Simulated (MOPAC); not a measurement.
MOPAC input (MNDO):

```
MNDO PRECISE GNORM=0.05 LET XYZ GEO-OK AUX(PRECISION=9) THREADS=1
C4H6

C    -0.00677442 1    1.13492425 1    0.30903550 1
C     0.00621328 1   -1.13287317 1    0.31648329 1
C     0.74276151 1    0.00321406 1   -0.31659517 1
C    -0.74219232 1   -0.00529457 1   -0.31789940 1
H    -0.00831064 1    1.23676748 1    1.39372236 1
H    -0.01170322 1    2.07740938 1   -0.22784986 1
H     0.00580282 1   -1.22760088 1    1.40181571 1
H     0.01209977 1   -2.07885887 1   -0.21420004 1
H     1.42548386 1    0.00439170 1   -1.14856569 1
H    -1.42342090 1   -0.01193223 1   -1.15106786 1
```

Task: What heat of formation does the run end on?

Result: 64.01 kcal/mol.
